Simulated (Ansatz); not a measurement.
Results of PBEsol in Ansatz (plane waves, PAW) for α-phase S.

Run with plane-wave cutoff 520 eV, 6×6×6 k mesh, Fermi–Dirac smearing 0.01 eV, scalar-relativistic PAW data made under PBE.

Cell (relaxed at this level):

```yaml
crystal:
  lattice:
    - [0.00000, 6.48055, 12.14432]
    - [5.30913, 0.00000, 12.14432]
    - [5.30913, 6.48055, 0.00000]
  atoms:
    - { symbol: S, position: [0.67054, 0.47830, 0.48519] }
    - { symbol: S, position: [0.47830, 0.67054, 0.36598] }
    - { symbol: S, position: [0.36598, 0.48519, 0.47830] }
    - { symbol: S, position: [0.48519, 0.36598, 0.67054] }
    - { symbol: S, position: [0.57946, 0.77170, 0.76481] }
    - { symbol: S, position: [0.77170, 0.57946, 0.88402] }
    - { symbol: S, position: [0.88402, 0.76481, 0.77170] }
    - { symbol: S, position: [0.76481, 0.88402, 0.57946] }
    - { symbol: S, position: [0.89972, 0.35571, 0.31495] }
    - { symbol: S, position: [0.35571, 0.89972, 0.42962] }
    - { symbol: S, position: [0.42962, 0.31495, 0.35571] }
    - { symbol: S, position: [0.31495, 0.42962, 0.89972] }
    - { symbol: S, position: [0.35028, 0.89429, 0.93505] }
    - { symbol: S, position: [0.89429, 0.35028, 0.82038] }
    - { symbol: S, position: [0.82038, 0.93505, 0.89429] }
    - { symbol: S, position: [0.93505, 0.82038, 0.35028] }
    - { symbol: S, position: [0.94857, 0.45519, 0.36205] }
    - { symbol: S, position: [0.45519, 0.94857, 0.23419] }
    - { symbol: S, position: [0.23419, 0.36205, 0.45519] }
    - { symbol: S, position: [0.36205, 0.23419, 0.94857] }
    - { symbol: S, position: [0.30143, 0.79481, 0.88795] }
    - { symbol: S, position: [0.79481, 0.30143, 0.01581] }
    - { symbol: S, position: [0.01581, 0.88795, 0.79481] }
    - { symbol: S, position: [0.88795, 0.01581, 0.30143] }
    - { symbol: S, position: [0.87708, 0.63446, 0.18878] }
    - { symbol: S, position: [0.63446, 0.87708, 0.29968] }
    - { symbol: S, position: [0.29968, 0.18878, 0.63446] }
    - { symbol: S, position: [0.18878, 0.29968, 0.87708] }
    - { symbol: S, position: [0.37292, 0.61554, 0.06122] }
    - { symbol: S, position: [0.61554, 0.37292, 0.95032] }
    - { symbol: S, position: [0.95032, 0.06122, 0.61554] }
    - { symbol: S, position: [0.06122, 0.95032, 0.37292] }
```

Problem. Give the computed band gap.

Solution. 
band gap: 2.00 eV (on the SCF k mesh)

Note: the relaxation could not lower the start's symmetry, so the cell can be a saddle point above a distorted one.

Computed values are for the static lattice.

The result took around 70 core-minutes (rough).

Ansatz is a quantum-chemistry and plane-wave program.
